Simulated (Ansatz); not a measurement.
This script drives Ansatz 0.2.0 through its Python package.

`bend_c3h5n.py`
```python
"""Bending curve of C3H5N."""

import ansatz as az
from ase import Atoms


def main() -> None:
    atoms = Atoms(["C", "C", "C", "N", "H", "H", "H", "H", "H"], positions=[
        [1.3274, -0.2658, 0.1428],
        [0.2911, 0.645, -0.1267],
        [-1.1753, 0.2907, -0.159],
        [-1.5925, -0.8559, 0.0682],
        [2.3147, 0.1054, 0.1107],
        [1.1077, -1.2526, 0.347],
        [0.5436, 1.6911, -0.3344],
        [-1.7795, 1.1482, -0.3817],
        [-0.9488, -1.5523, 0.316],
    ])

    # start the scan from a relaxed geometry
    first = (
        az.Crystal.molecule_from_ase(atoms).calculation()
        .basis(gaussian="def2-SVP")
        .functional("r2scan", dispersion="d3bj")
        .relax(force_tolerance=0.02, max_steps=80)
    )
    atoms.positions = first.run(threads=1, backend="cpu").report["positions_ang"]

    rows = []
    for angle in [90, 100, 110, 120, 135, 150, 165, 179]:
        bent = atoms.copy()
        bent.set_angle(2, 3, 8, angle, indices=[8])
        calc = (
            az.Crystal.molecule_from_ase(bent).calculation()
            .basis(gaussian="def2-SVP")
            .functional("r2scan", dispersion="d3bj")
        )
        rows.append((angle, calc.run(threads=1, backend="cpu").report["free_energy_ev"]))
    floor = min(e for _, e in rows)
    for angle, e in rows:
        print(f"angle C2-N3-H8 = {angle:3d} deg   {1000 * (e - floor):9.1f} meV")


if __name__ == "__main__":
    main()
```

It is started by `python bend_c3h5n.py`. Estimate its wall time and peak memory on 1 thread of Arm Neoverse V1, with other jobs on the host.

It took about 55 s, with a peak of 0.22 GiB, for 9 runs of the engine.

Running `python bend_c3h5n.py` prints:
```text
DeckWarning: the engine holds no damping parameters fitted to this dispersion correction and functional, so the run takes those fitted to r2scan beside the three-body term, which d3bj leaves out (hamiltonian.dispersion, under Limitations)
angle C2-N3-H8 =  90 deg       381.1 meV
angle C2-N3-H8 = 100 deg        89.9 meV
angle C2-N3-H8 = 110 deg         0.0 meV
angle C2-N3-H8 = 120 deg        68.2 meV
angle C2-N3-H8 = 135 deg       369.3 meV
angle C2-N3-H8 = 150 deg       769.7 meV
angle C2-N3-H8 = 165 deg      1109.3 meV
angle C2-N3-H8 = 179 deg      1253.5 meV
```
(Warnings from the package without file and line.)

The scan is rigid, and the energies are electronic, in a modest basis. The zero is the lowest point of the grid, which needn't be the minimum. A dispersion term here runs with damping parameters fitted for another variant or functional.
